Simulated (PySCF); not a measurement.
C₃H₂O (charge -1 and doublet state).
Geometry (GFN2-xTB, Å), atoms numbered from 1 in this order:
```xyz
6
C3H2O angstrom
O     -1.5530   -1.2133   -0.1600
C     -0.5930   -0.4686    0.0773
C     -0.1243    0.8346    0.3467
C      0.7931   -0.3335    0.3049
H     -0.1671    1.7474   -0.2536
H      1.6475   -0.5647   -0.3370
```

Identity: `[O-][C]1C=C1` [radical] (charge -1).

Theory: PySCF 2.14.0, UKS B3LYP, pcH-1 on C H O, non-relativistic, mean-field spin-orbit, GIAO. Whether the extra electron is bound in the gas phase wasn't checked; a finite basis holds it in any case. Couplings are sensitive to structure, and on GFN2-xTB geometries they can be far from those on DFT ones, by a factor of two or more for some ions and for spin on atoms past the first row.

Q: Give the principal g shifts and their parts.

A: 
| Δg (ppm) | 1 | 2 | 3 |
| --- | --- | --- | --- |
| relativistic mass correction | -139 | -139 | -139 |
| gauge correction | -15 | 9 | 25 |
| orbital Zeeman/spin–orbit | 191 | 295 | 825 |
| total | 37 | 166 | 711 |

So g = 2.00236, 2.00249, 2.00303 and g_iso = 2.00262; the tensor is rhombic: the two nearest values differ by 19 % of g3 − g1. Axes: g2 points within 1° of the C3–C4 bond.

Q: Average each term over the three axes. Which is largest in size?

A: The orbital-Zeeman/spin–orbit term 437, the mass correction -139 and the gauge correction 6 ppm, for a total of 305 ppm. The orbital-Zeeman/spin–orbit term is the largest in size. The mass correction is the same along every axis, so the anisotropy comes from the other two: their spans along these axes are 40 (gauge) and 634 ppm (orbital Zeeman/spin–orbit).

Q: At 9.584 GHz, how far is the centre of the isotropic spectrum from where a free electron (g = 2.002319) resonates?

A: B = hν/(g μB) with μB/h = 13.99624 MHz/mT gives 341.98 mT for the free electron and 341.93 mT at g_iso, 0.05 mT lower.

Q: What effective moment and Curie constant follow for a powder?

A: With the mean of g² = 4.0105 and S(S+1) = 0.75: μ_eff = √(⟨g²⟩S(S+1)) = 1.734 μB and χT = 0.12505·⟨g²⟩·S(S+1) = 0.376 cm³ K/mol (cgs; spin-Hamiltonian part alone).

Q: In a frozen sample, at which fields do the three g values resonate at 9.5, 34, 94 and 263 GHz (hyperfine left aside), and which band first spreads them over more than twice a line width of 0.3 mT?

A: 
```tsv
band	GHz	B(g3) mT	B(g2) mT	B(g1) mT	spread mT
X	9.5	338.86	338.96	338.98	0.11
Q	34.0	1212.77	1213.10	1213.18	0.41
W	94.0	3352.96	3353.88	3354.09	1.13
J	263.0	9381.16	9383.72	9384.32	3.16
```

The spread grows in proportion to the frequency. W band is the first where it exceeds 0.6 mT.

The Mulliken spin populations are largest on C4 (+0.54) and C3 (+0.54). The angles at C4 add up to 320.7°, so it is pyramidal.

The HOMO–LUMO gaps are 4.37 eV among the α and 5.17 eV among the β orbitals.

The SMILES draws the unpaired electron on C2; the largest computed Mulliken spin population is on C4 (0.54 against -0.05).
